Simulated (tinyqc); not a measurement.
Worked calculation: CCSD on RHF in the sto-3g basis, frozen core, for H2O, spin multiplicity 1. One step of it, computed by the program tinyqc.

Task: Orthogonalisation. S = U s U^T; canonical form X = U s^(-1/2), so that X^T S X = 1. Each column of U has its largest component positive (the first on a tie).

overlap S:
```
           1O 1s     1O 2s    1O 2px     1O 2py    1O 2pz     2H 1s      3H 1s
1O 1s   1.000000  0.236704  0.000000   0.000000  0.000000  0.035055   0.035055
1O 2s   0.236704  1.000000  0.000000   0.000000  0.000000  0.364139   0.364139
1O 2px  0.000000  0.000000  1.000000   0.000000  0.000000  0.000000   0.000000
1O 2py  0.000000  0.000000  0.000000   1.000000  0.000000  0.276247  -0.276247
1O 2pz  0.000000  0.000000  0.000000   0.000000  1.000000  0.172905   0.172905
2H 1s   0.035055  0.364139  0.000000   0.276247  0.172905  1.000000   0.133585
3H 1s   0.035055  0.364139  0.000000  -0.276247  0.172905  0.133585   1.000000
```

Give: eigenvalues of S; X.

Result:

eigenvalues of S: 0.460  0.537  0.897  1.000  1.087  1.330  1.689

X:
```
             1       2       3      4       5       6      7
1O 1s   -0.366   0.000   0.725  0.000  -0.606   0.000  0.201
1O 2s    1.025   0.000  -0.257  0.000  -0.272   0.000  0.472
1O 2px   0.000   0.000   0.000  1.000   0.000   0.000  0.000
1O 2py   0.000   0.880   0.000  0.000   0.000   0.663  0.000
1O 2pz   0.410   0.000   0.667  0.000   0.652   0.000  0.192
2H 1s   -0.640  -0.738  -0.199  0.000   0.164   0.395  0.382
3H 1s   -0.640   0.738  -0.199  0.000   0.164  -0.395  0.382
```
